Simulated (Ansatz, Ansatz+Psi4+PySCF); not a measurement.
```xyz
3

O     0.0000    0.8387   -0.7152
H     0.0000    1.5947   -0.1097
Cl    0.0000   -0.4885    0.3430
```

Basis set: cc-pVTZ (spherical functions). Correlated methods keep 6 orbitals frozen. Charge 0, multiplicity 1.

Computed with Ansatz (development build ahead of 0.2.0); each method stands on the lowest determinant of its kind that the runs found. Restricted open shells among the atoms or ions are ROHF, correlated in semicanonical orbitals with singles.

(1) Give the atomization energy at this shape (free ground-state atoms in the same class of orbitals less the molecule, no zero-point energy) of singlet HClO by RHF-MP2, RHF.

Answers

(1)

```csv
method,atomization energy
RHF-MP2,7.03 eV
RHF,3.65 eV
```
